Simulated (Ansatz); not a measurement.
# BH3Cl− (SMILES [BH3-]Cl) at RPA@PBE/STO-3G

Aim: the energy change on altering one bond length of BH3Cl− at RPA@PBE/STO-3G, from 2 runs. 

The calculation is run with Ansatz 0.2.0.

3 further runs of the same task are left out: 3 that didn't finish.

### 1 The molecule

The species is BH3Cl− (5 atoms), meant as a singlet with charge -1. As SMILES, `[BH3-]Cl`. The coordinates come from a GFN2-xTB relaxation.

Bond lengths: B1–Cl2 1.873 Å, B1–H3 1.208 Å, B1–H4 1.208 Å, B1–H5 1.208 Å. Angles: Cl2–B1–H3 106.7°, Cl2–B1–H4 106.7°, Cl2–B1–H5 106.7°, H3–B1–H4 112.0°, H3–B1–H5 112.2°, H4–B1–H5 112.1°.

### 2 The energy at RPA@PBE/STO-3G

run.yaml

```yaml
crystal:
  periodic: [false, false, false]
  atoms:
    - symbol: B
      position_ang: [0.082390, -0.047870, 0.135930]
    - symbol: Cl
      position_ang: [-0.845860, 0.496450, -1.396970]
    - symbol: H
      position_ang: [1.223080, -0.254620, -0.203070]
    - symbol: H
      position_ang: [-0.460100, -1.051350, 0.532730]
    - symbol: H
      position_ang: [0.000500, 0.857390, 0.931390]
basis:
  gaussian: {orbitals: STO-3G}
total_charge: -1
hamiltonian: {xc: pbe}
correlation: {method: rpa, frozen_orbitals: {B: 1, Cl: 5, H: 0}}
accuracy: high
```

Started as:

```
ansatz run run.yaml --threads 1 --pin off --max-ram 2610MiB --events-out events.jsonl --progress --plain --runs-dir runs
```

Output:

```text
Warning: RAYON_NUM_THREADS=1 ignored (pool sized by the plan → 1); use --threads N
Functional definition: PBE
  name "PBE"
  parameter kappa = 0.804
  parameter beta = 0.06672455060314922
  exchange = pbe_x(kappa = kappa, mu = beta*pi^2/3)
  correlation = pbe_c(beta = beta)
282 factors; integrals over basis functions are off by at most 6.2e-9 eV
mean field evaluation 1: about -13095.1567 eV, gradient 1.2e1 eV
mean field evaluation 2: about -13095.1147 eV, gradient 1.1e1 eV
mean field evaluation 4: about -13095.5600 eV, gradient 7.9e-1 eV
mean field evaluation 8: about -13095.5626 eV, gradient 6.9e-4 eV
mean field -13095.56259641 eV, -481.2530489271 hartree, gradient 7.2e-8 eV, S^2 0.000000; 0 other end points of the search recorded, 0 dependent functions left out
6 core orbitals not correlated: weight in the atoms' cores, before any rotation towards them, 1.000 or more for the frozen orbitals, at most 0.000 for the correlated occupied ones
reference -13079.15162007 eV, -480.6499566701 hartree; 7, 7 occupied and 4, 4 virtual orbitals, 282 factors
Total energy: -13082.03159525 eV, -480.7557938059 hartree
```

It took 1.2 s on 1 thread of Arm Neoverse V1, shared host; peak memory 0.093 GiB.

### 3 The distorted shape

input.yaml

```yaml
basis:
  gaussian:
    orbitals: STO-3G
crystal:
  periodic: [false, false, false]
  atoms:
    - {symbol: B, position_ang: [0.102860, -0.274154, -0.062907]}
    - {symbol: Cl, position_ang: [-0.825390, 0.270166, -1.595807]}
    - {symbol: H, position_ang: [1.243550, -0.480904, -0.401907]}
    - {symbol: H, position_ang: [-0.439630, -1.277634, 0.333893]}
    - {symbol: H, position_ang: [0.000500, 0.857390, 0.931390]}
total_charge: -1
magnetization:
  spin_polarized: false
  initial_magnetization: 0
hamiltonian:
  xc: {name: PBE}
correlation:
  method: rpa
  frozen_orbitals: {B: 1, Cl: 5, H: 0}
accuracy: high
```

Started as:

```
ansatz run input.yaml --threads 1 --pin off --max-ram 2610MiB --events-out events.jsonl --progress --plain --runs-dir runs
```

Output, shortened:

```text
Warning: RAYON_NUM_THREADS=1 ignored (pool sized by the plan → 1); use --threads N
[... 6 set-up lines as earlier in the session ...]
281 factors; integrals over basis functions are off by at most 9.8e-9 eV
mean field evaluation 1: about -13093.9558 eV, gradient 1.5e1 eV
mean field evaluation 2: about -13093.9008 eV, gradient 1.4e1 eV
mean field evaluation 4: about -13094.6836 eV, gradient 9.2e-1 eV
mean field evaluation 8: about -13094.6872 eV, gradient 2.8e-3 eV
mean field -13094.68722275 eV, -481.2208795381 hartree, gradient 2.5e-8 eV, S^2 0.000000; 0 other end points of the search recorded, 0 dependent functions left out
6 core orbitals not correlated: weight in the atoms' cores, before any rotation towards them, 1.000 or more for the frozen orbitals, at most 0.000 for the correlated occupied ones
reference -13077.95044312 eV, -480.6058142315 hartree; 7, 7 occupied and 4, 4 virtual orbitals, 281 factors
Total energy: -13081.20487453 eV, -480.7254123799 hartree
```

Wall time 1.3 s (1 thread of Arm Neoverse V1, shared host); peak memory 0.093 GiB.

### 4 Outcome

Level: RPA@PBE/STO-3G, 6 core orbitals frozen.

```
                                                         quantity          value
                                        first shape: total energy  -480.75579 Eh
                    first shape: RPA correlation energy (valence)     -105.8 mEh
                                    distorted shape: total energy  -480.72541 Eh
                distorted shape: RPA correlation energy (valence)     -119.6 mEh
energy change with the B1–H5 bond stretched from 1.208 to 1.510 Å       0.827 eV
```

With the B1–H5 bond stretched from 1.208 to 1.510 Å the energy rises by 0.83 eV (19.1 kcal/mol). The first shape isn't relaxed at this level, so the change isn't measured from a minimum. The minimal basis adds a large error of its own.
